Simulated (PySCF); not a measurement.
# Reproducing measurements on CFCl3

**The experiment to reproduce.**

NIST CCCBDB Release 22 (SRD 101), experimental dipoles lists, for the gas: dipole moment (microwave Stark effect, vibrational ground state) 0.46 ± 0.02 D.

The runs below try to reproduce these values; the comparison stands at the end.

Compound: CFCl3.
Atom-mapped SMILES: `[F:1][C:2]([Cl:3])([Cl:4])[Cl:5]`

Geometry (GFN2-xTB, Å), atoms numbered from 1 in this order:
```
atom  x, y, z in Å
F1     0.0603   -0.1410    1.3961
C2     0.0046   -0.0063    0.0667
Cl3   -0.4579    1.6606   -0.3126
Cl4    1.6028   -0.3706   -0.6039
Cl5   -1.2011   -1.1397   -0.5634
```

The PySCF runs (gas phase, on this GFN2-xTB geometry; no spin–orbit coupling):

```tsv
level	job	basis functions	wall time
B3LYP/aug-pcSseg-1	shieldings	151	7.0 s
B97-D/aug-pcSseg-1	shieldings	151	9.2 s
BLYP/aug-pcSseg-1	shieldings	151	8.8 s
BP86/aug-pcSseg-1	shieldings	151	8.6 s
HF/aug-pcSseg-1	shieldings	151	3.5 s
KT2/aug-pcSseg-1	shieldings	151	9.3 s
KT3/aug-pcSseg-1	shieldings	151	9.2 s
LDA/aug-pcSseg-1	shieldings	151	7.3 s
OPBE/aug-pcSseg-1	shieldings	151	9.2 s
PBE/aug-pcSseg-1	shieldings	151	8.8 s
PW91/cc-pCVDZ	shieldings	117	6.2 s
X3LYP/cc-pCVDZ	shieldings	117	5.0 s
```

Hardware: Intel Xeon at 2.30 GHz, one thread, no GPU, shared host.

Results beside the measurements:

**Dipole moment.** Measured: 0.46 D (NIST CCCBDB Release 22 (SRD 101), experimental dipoles).

```
             level  computed (D)  computed − measured (D)  % (from the printed values)
B3LYP/aug-pcSseg-1          0.37                    -0.09                          -20
B97-D/aug-pcSseg-1          0.29                    -0.17                          -37
 BLYP/aug-pcSseg-1          0.32                    -0.14                          -30
 BP86/aug-pcSseg-1          0.27                    -0.19                          -41
   HF/aug-pcSseg-1          0.47                    +0.01                           +2
  KT2/aug-pcSseg-1          0.30                    -0.16                          -35
  KT3/aug-pcSseg-1          0.30                    -0.16                          -35
  LDA/aug-pcSseg-1          0.32                    -0.14                          -30
 OPBE/aug-pcSseg-1          0.23                    -0.23                          -50
  PBE/aug-pcSseg-1          0.28                    -0.18                          -39
     PW91/cc-pCVDZ          0.17                    -0.29                          -63
    X3LYP/cc-pCVDZ          0.29                    -0.17                          -37
```

Closest is HF/aug-pcSseg-1 (+0.01 D), furthest PW91/cc-pCVDZ (-0.29 D); one molecule doesn't rank methods. The computed dipoles belong to one fixed geometry; measured ones are averaged over vibrations unless marked μe. Magnitudes are compared, not signs.

The geometry is computed, not the measured one. Where a level misses, the cause wasn't examined.
